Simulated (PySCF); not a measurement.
Energies from PySCF, thermal terms from the rigid-rotor harmonic-oscillator model, ideal gas at 1 bar. 'Table' is the NASA 1993 thermochemical table (part measured, part estimated). All species are closed-shell singlets. The harmonic model lacks anharmonicity and excited electronic states, which grow with temperature; levels with a mode under 35 cm⁻¹ are left out. The table's entry may be an old estimate for N2H2 (not checked at source).

Harmonic frequencies at PBE0/def2-TZVP (cm⁻¹): 1356, 1357, 1603, 1696, 3251, 3284. Point group C2h; S°(298 K) = 218.0 J/mol/K at this level.

### Question
Work out Cp and S° of gaseous N2H2 at 500, 800, 1200, 1600, 2000 K from these, and set them beside the table.

### Answer
| T (K) | Cp PBE0/def2-TZVP | Cp table | S° PBE0/def2-TZVP | S° table |
|---|---|---|---|---|
| 500 | 42.0 | 43.2 | 237.5 | 238.2 |
| 800 | 53.6 | 56.2 | 259.8 | 261.5 |
| 1200 | 64.1 | 69.5 | 283.7 | 286.9 |
| 1600 | 70.3 | 78.5 | 303.1 | 308.2 |
| 2000 | 74.1 | 84.3 | 319.2 | 326.4 |
Units J/mol/K.
